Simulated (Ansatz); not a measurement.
Results of PBE0-D3(BJ) in Ansatz (PAW) for bcc W.

Run with plane-wave cutoff 460 eV, 14×14×14 k mesh, Fermi–Dirac smearing 0.05 eV, no spin polarisation, scalar-relativistic PAW data made under PBE.

Equation-of-state points:

```
V (Å³/atom)  E − E_lowest (meV/atom)
-----------  -----------------------
14.646                         51.62
15.032                         13.60
15.417                          0.00
15.782                          7.18
16.188                         35.05
```

Problem. Estimate the bulk modulus and its pressure derivative from these points.

Solution. V0 = 15.458 Å³/atom, B0 = 354 GPa, B′ = 4.1 (fit to the energies at full precision).

Measured, for comparison: bulk modulus 312 GPa (zero-point energy and finite temperature contributions removed, our sources range from 300 to 328; as tabulated in doi:10.1021/acs.jctc.3c00612); equilibrium volume per atom 15.78 Å³/atom (static lattice: zero-point anharmonic expansion removed; as tabulated in Mejia-Rodriguez and Trickey (2018), arXiv:1807.09216). Computed (rounded) less measured: bulk modulus +13 % (+8 % to +18 % over the range), equilibrium volume per atom -2.0 %.

Spin–orbit coupling is not included.

Static lattice: no zero-point or thermal effects.

Ansatz is a first-principles code.
